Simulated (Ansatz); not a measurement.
## [Br···H···S], triplet: transfer scan

Starting geometry:

```xyz
3

Br    0.0000    0.0000   -1.6742
H     0.0000    0.0000   -0.2536
S     0.0000    0.0000    1.9278
```

From there H2 is moved from one fragment to the other while all else, the fragments' distance too, stays fixed, so the hump isn't the reaction's barrier; atoms are numbered as listed. Energies are in kcal/mol, counted from the starting geometry at the same level.

Basis cc-pVTZ; Ansatz 0.2.0. Only valence electrons are correlated (noble-gas cores and the filled d shells of p-block atoms frozen). Prefix R: restricted or restricted open-shell reference; prefix U: unrestricted. No spin–orbit coupling is included, and no scalar relativity.

The reference follows the lowest state, whose symmetry changes along the scan.

Full CI isn't at hand for all of this; UCCSDT(Q) serves as the reference, and is uncertain by about the last step of the cluster series.

```csv
distance Br1-H2 (Å),UMP2
1.421,0.0
1.535,2.6
1.764,16.1
1.993,22.0
2.222,10.9
```

Estimate the UCCSDT(Q) curve in cc-pVTZ from this one, knowing how UMP2 errs.

The computed UCCSDT(Q) values, in kcal/mol from the starting point, and the error of UMP2 against them:
| distance Br1-H2 (Å) | UCCSDT(Q) | UMP2 less UCCSDT(Q) |
| --- | --- | --- |
| 1.421 | 0.0 | 0.0 |
| 1.535 | 2.4 | 0.2 |
| 1.764 | 15.6 | 0.5 |
| 1.993 | 17.4 | 4.5 |
| 2.222 | 8.8 | 2.1 |

The error spans 4.5 kcal/mol and is largest, 4.5 kcal/mol, at 1.993 Å.
